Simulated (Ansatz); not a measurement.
Program: Ansatz 0.2.0.

`N=C1CC1F`. Total charge 0; spin multiplicity 1. The geometry is a stationary point of PBE0-D4/def2-TZVP. It is one conformer, not always the lowest.

```xyz
9

N    -0.742   -0.205    1.752
C    -0.326   -0.064    0.579
C    -0.345   -0.626   -0.771
C     0.548    0.560   -0.416
F     1.894    0.373   -0.347
H    -0.293    0.471    2.373
H    -1.173   -0.449   -1.450
H     0.145   -1.589   -0.886
H     0.292    1.529   -0.835
```

Problem. What is the dipole moment at B3LYP/def2-TZVPP? (Best estimate.)

Solution. The calculation gave: 1.75 D, with components (-0.32, 1.12, -1.30) D in this frame, pointing from negative to positive charge.

Problem. And with PBE, r2SCAN, ωB97M-V? (An estimate is asked.)

Solution. The calculation gave: PBE 1.65 D, r2SCAN 1.71 D, ωB97M-V 1.75 D.

Problem. Give the Mulliken charges with B3LYP, r2SCAN, PBE in def2-TZVPP. (An estimate is asked.)

Solution. The calculation gave: 
```json
{"atom": "N1", "B3LYP": "-0.20", "r2SCAN": "-0.28", "PBE": "-0.18"}
{"atom": "C2", "B3LYP": "-0.04", "r2SCAN": "0.02", "PBE": "-0.09"}
{"atom": "C3", "B3LYP": "-0.11", "r2SCAN": "-0.07", "PBE": "-0.08"}
{"atom": "C4", "B3LYP": "0.13", "r2SCAN": "0.18", "PBE": "0.11"}
{"atom": "F5", "B3LYP": "-0.22", "r2SCAN": "-0.22", "PBE": "-0.18"}
{"atom": "H6", "B3LYP": "0.16", "r2SCAN": "0.17", "PBE": "0.17"}
{"atom": "H7", "B3LYP": "0.09", "r2SCAN": "0.06", "PBE": "0.08"}
{"atom": "H8", "B3LYP": "0.10", "r2SCAN": "0.08", "PBE": "0.09"}
{"atom": "H9", "B3LYP": "0.09", "r2SCAN": "0.06", "PBE": "0.07"}
```

B3LYP here is the variant with VWN-RPA as its local correlation; programs differ in this.
